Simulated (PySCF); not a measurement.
# An excited-state table with gaps

Compound: Si(SH)2H2.
Z-matrix (Å and degrees, PBE0-D3(BJ)/def2-SVP geometry), rows numbered from 1:
```
Si
S   1  2.1432
H   2  1.3516  1   94.57
S   1  2.1423  2  113.42  3    55.89
H   4  1.3515  1   94.70  2    56.45
H   1  1.4895  2  112.97  3   -61.50
H   1  1.4895  2  103.60  3   178.70
```

Method: TDDFT CAM-B3LYP/def2-SVPD, vertical, gas phase, core orbitals frozen in the response (PySCF).

Lowest singlets, with some entries withheld (?).

```json
{"state": "S1", "E (eV)": "5.87", "f": "0.0013", "main configurations (H = HOMO, L = LUMO)": "H→L (57%), H→L+1 (25%)"}
{"state": "S2", "E (eV)": "6.14", "f": "0.0005", "main configurations (H = HOMO, L = LUMO)": "H-1→L (44%), H→L+2 (17%), H-1→L+1 (17%)"}
{"state": "S3", "E (eV)": "6.30", "f": "0.080", "main configurations (H = HOMO, L = LUMO)": "H→L+1 (57%), H→L (23%), H-1→L+2 (15%)"}
{"state": "S4", "E (eV)": "6.50", "f": "0.038", "main configurations (H = HOMO, L = LUMO)": "H-1→L+1 (49%), H→L+2 (42%)"}
{"state": "S5", "E (eV)": "6.93", "f": "0.0000", "main configurations (H = HOMO, L = LUMO)": "H→L+2 (31%), H-1→L (27%), H-1→L+1 (21%)"}
{"state": "S6", "E (eV)": "?", "f": "0.044", "main configurations (H = HOMO, L = LUMO)": "H-1→L+2 (57%), H→L+4 (16%), H→L (10%)"}
{"state": "S7", "E (eV)": "?", "f": "0.020", "main configurations (H = HOMO, L = LUMO)": "H→L+3 (61%), H-1→L (12%), H→L+7 (10%)"}
{"state": "S8", "E (eV)": "?", "f": "0.0015", "main configurations (H = HOMO, L = LUMO)": "H→L+4 (65%), H-1→L+2 (10%)"}
{"state": "S9", "E (eV)": "?", "f": "0.0006", "main configurations (H = HOMO, L = LUMO)": "H→L+6 (48%), H→L+7 (31%), H-1→L (9%)"}
{"state": "S10", "E (eV)": "?", "f": "0.0066", "main configurations (H = HOMO, L = LUMO)": "H-1→L+3 (40%), H→L+5 (25%)"}
```

**Question.** Supply the missing values.

**Answer.** 
- S6: E = 7.12 eV
- S7: E = 7.36 eV
- S8: E = 7.61 eV
- S9: E = 7.65 eV
- S10: E = 7.78 eV

**Question.** How far apart are S4 and S7, in eV and cm⁻¹?

**Answer.** 7.360 − 6.503 = 0.857 eV, or about 6910 cm⁻¹.

**Question.** What is the mean static polarisability from the same response equations?

**Answer.** 70.9 au (10.50 Å³), with principal values 60.4, 67.5 and 84.8 au.

**Question.** Where do the lowest triplets lie (Tamm–Dancoff)?

**Answer.** T1 5.48 eV, H→L (43%), H→L+1 (33%); T2 5.71 eV, H-1→L (42%), H→L+2 (23%), H→L+6 (10%); T3 5.84 eV, H→L+1 (50%), H→L (27%), H-1→L+2 (13%); T4 6.07 eV, H-1→L+1 (52%), H→L+2 (35%). E(S1) − E(T1) = +0.40 eV.

The run took 5.4 s wall on one thread of an Arm Neoverse V2, no GPU (shared host).

One conformer stands for the species.
